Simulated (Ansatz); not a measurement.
Breaking a bond in PHF2 (difluorophosphine)

PHF2: 4 atoms, total charge 0, spin state singlet. SMILES: `FPF`. The coordinates come from a GFN2-xTB relaxation.

```xyz
4

F     1.2007    0.6039   -0.2440
P    -0.0208   -0.4330   -0.4600
F    -1.1772    0.6655   -0.1956
H    -0.0027   -0.8363    0.8997
```

The F1–P2 distance is scanned; the parts on either side stay rigid. Basis STO-3G, 7 core orbitals frozen in the correlated methods; program Ansatz 0.2.0. FCI is exact within this basis and core. Energies in eV from each method's value at 1.617 Å; methods without a U are spin-restricted. The shape above is that at 1.617 Å.

```json
{"distance (Å)": "1.617", "r2SCAN": "0.00", "B3LYP": "0.00", "CAM-B3LYP": "0.00", "B2PLYP": "0.00", "CCSD(T)": "0.00"}
{"distance (Å)": "2.021", "r2SCAN": "0.97", "B3LYP": "1.03", "CAM-B3LYP": "1.25", "B2PLYP": "1.18", "CCSD(T)": "0.88"}
{"distance (Å)": "2.425", "r2SCAN": "2.96", "B3LYP": "3.14", "CAM-B3LYP": "3.60", "B2PLYP": "3.24", "CCSD(T)": "2.15"}
{"distance (Å)": "3.233", "r2SCAN": "5.22", "B3LYP": "5.63", "CAM-B3LYP": "6.47", "B2PLYP": "4.57", "CCSD(T)": "2.63"}
{"distance (Å)": "4.042", "r2SCAN": "5.74", "B3LYP": "6.27", "CAM-B3LYP": "7.33", "B2PLYP": "3.52", "CCSD(T)": "2.57"}
```

Question: Estimate the FCI curve, and say how far off each method is.

Answer: 
```tsv
distance (Å)	FCI
1.617	0.00
2.021	0.88
2.425	2.16
3.233	2.75
4.042	2.77
```

Departure from the FCI curve at its largest: r2SCAN +2.98 eV at 4.04 Å; B3LYP +3.50 eV at 4.04 Å; CAM-B3LYP +4.56 eV at 4.04 Å; B2PLYP +1.82 eV at 3.23 Å; CCSD(T) -0.20 eV at 4.04 Å. The curve of B2PLYP turns over, which the reference doesn't. Functionals converge differently with the basis, so for them the departure isn't an error alone.
